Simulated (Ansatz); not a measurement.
# CHAlN (quartet): wave-function methods side by side, def2-QZVPP

An exercise on one series of results from a longer session: the logs are not shown, and one member is left open.

Method: def2-QZVPP, core rule «outside noble gas», up to 7 orbitals frozen; program: Ansatz 0.2.0, Gaussian basis.

Plan: UHF; ROHF; CCSD(T) on UHF.

2 further runs of the same task are left out: 2 set aside as unsound or not needed.

## The system

The geometry is a PBE0/def2-TZVP stationary point (not a proven minimum) of the parent state, kept for this charge and spin.

4 atoms, charge 0, spin multiplicity 4.

Atoms are counted from 1 here; the program's logs count them from 0.

Bond lengths: Al1–C2 2.001 Å, C2–N3 1.208 Å, N3–H4 1.022 Å. Angles: Al1–C2–N3 172.8°, C2–N3–H4 124.4°.

Coordinates:

```
Al    0.0000   -0.1308    2.2692
C     0.0001   -0.1177    0.2678
N     0.0000   -0.2604   -0.9317
H    -0.0001    0.5089   -1.6052
```

The first run:

Contents of in.yaml:

```yaml
crystal:
  periodic: [false, false, false]
  atoms:
    - {symbol: Al, position_ang: [-0.000010, -0.130819, 2.269156]}
    - {symbol: C, position_ang: [0.000100, -0.117705, 0.267760]}
    - {symbol: N, position_ang: [-0.000031, -0.260415, -0.931731]}
    - {symbol: H, position_ang: [-0.000059, 0.508939, -1.605185]}
basis:
  gaussian: {orbitals: "def2-QZVPP.json"}
magnetization: {spin_polarized: true, initial_magnetization: 3}
hamiltonian: {xc: hf}
output: {orbitals: {seedname: orbitals}}
```

Launch:

```console
$ ansatz run in.yaml --threads 1 --pin off --events-out ev --progress --plain --max-ram 2393MiB
```

Among the steps run: UHF; ROHF; CCSD(T) on UHF.

One table of the session follows, with a row left open; its other results are not shown here.

| method | from UCCSD(T) (kcal/mol) |
| --- | --- |
| ROHF | +271.22 |
| UHF | +269.77 |
| UMP2 | +21.76 |
| UCCSD | ? |
| UCCSD(T) | 0 |

**Question.** Estimate the row for UCCSD.

**Answer.** from UCCSD(T) (kcal/mol): +15.00. In the column «from UCCSD(T) (kcal/mol)» it lies between UCCSD(T) (0) and UMP2 (+21.76).
